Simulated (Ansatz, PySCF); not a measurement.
Species: C2H2F, net charge 0, doublet state. It need not be the lowest isomer of its formula. SMILES: F[C]=C
Geometry: optimised at B3LYP-D3(BJ)/def2-TZVP (Ansatz, a quantum-chemistry and plane-wave program).

Property: atomisation energy (electronic, to ground-state atoms), in eV. Cores are frozen in the correlated levels unless marked. UHF or UKS for open shells. Spin-orbit coupling is left out. No relativistic terms. The coupled-cluster limit lacks core correlation, which all-electron functionals hold. Basis-set limits of correlation are two-point, X^-3; Hartree-Fock from the larger set. [CCSD(T)-MP2]/basis is that difference in the basis named.

The UHF reference is spin-contaminated (<S^2> 0.18 over the pure value in the largest basis). 

| level | program | atomisation energy (eV) |
|---|---|---|
| BLYP-D4/def2-TZVPD | Ansatz + dftd4 | 20.00 |
| BP86-D3(BJ)/def2-TZVPD | PySCF + dftd3 | 20.72 |
| r2SCAN-D4/def2-TZVPD | Ansatz + dftd4 | 20.00 |
| BHLYP-D4/def2-TZVPD | Ansatz + dftd4 | 18.86 |
| TPSSh-D4/def2-TZVPD | PySCF + dftd4 | 19.89 |
| TPSSh/def2-TZVPD | PySCF | 19.83 |
| LC-wPBE/def2-TZVPD | Ansatz | (withheld) |
| B2GP-PLYP-D3(BJ)/def2-TZVPD | Ansatz + dftd3 | (withheld) |
| B2PLYP-D4/def2-TZVPD | Ansatz + dftd4 | (withheld) |
| PBE-QIDH/def2-TZVPD | Ansatz | 19.56 |
| SCS-MP2/STO-3G | Ansatz | 18.00 |
| SCS-MP2/cc-pVDZ | Ansatz | 17.86 |
| CCSD/6-31G* | Ansatz | 17.84 |
| CCSD/aug-cc-pVTZ | Ansatz | 18.79 |
| RI-MP2/CBS(aug-cc-pVTZ,aug-cc-pVQZ)+[CCSD(T)-MP2]/aug-cc-pVTZ | Ansatz | 19.61 |

**Question.** What belongs in the gaps?

**Answer.** 
- LC-wPBE/def2-TZVPD, atomisation energy (eV): 19.87
- B2GP-PLYP-D3(BJ)/def2-TZVPD, atomisation energy (eV): 19.45
- B2PLYP-D4/def2-TZVPD, atomisation energy (eV): 19.57
